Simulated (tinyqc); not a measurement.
Inside a calculation. Method: Hueckel theory of the pi electrons, for the molecule c1ccsc1 (SMILES; centres numbered as the heavy atoms are written). One step of it, computed by the program tinyqc.

Problem. Orbitals. Diagonalise; E = alpha + x beta with beta < 0, so the largest x are filled first; degenerate levels share their electrons. P = sum n_i c_ri c_si; each orbital has its largest coefficient positive (the first on a tie).

Hueckel matrix in units of beta (H = alpha + beta A), lower triangle:
```
,1C,2C,3C,4S,5C
1C,0.000000
2C,1.000000,0.000000
3C,0.000000,1.000000,0.000000
4S,0.000000,0.000000,0.600000,1.030000
5C,1.000000,0.000000,0.000000,0.600000,0.000000
```

pi electrons, sum of z_r less the charge = 6

Give: x values; occupations; coefficients; charge and bond-order matrix P.

Solution.

x values: 1.912  1.017  0.618  -0.900  -1.618

occupations: 2.000  2.000  2.000  0.000  0.000

coefficients:
```
,MO1,MO2,MO3,MO4,MO5
1C,0.438,-0.462,-0.372,-0.307,0.602
2C,0.438,-0.462,0.372,-0.307,-0.602
3C,0.400,-0.008,0.602,0.583,0.372
4S,0.544,0.757,0.000,-0.363,0.000
5C,0.400,-0.008,-0.602,0.583,-0.372
```

charge and bond-order matrix P, lower triangle:
```
,1C,2C,3C,4S,5C
1C,1.088
2C,0.535,1.088
3C,-0.089,0.805,1.044
4S,-0.223,-0.223,0.423,1.737
5C,0.805,-0.089,-0.404,0.423,1.044
```
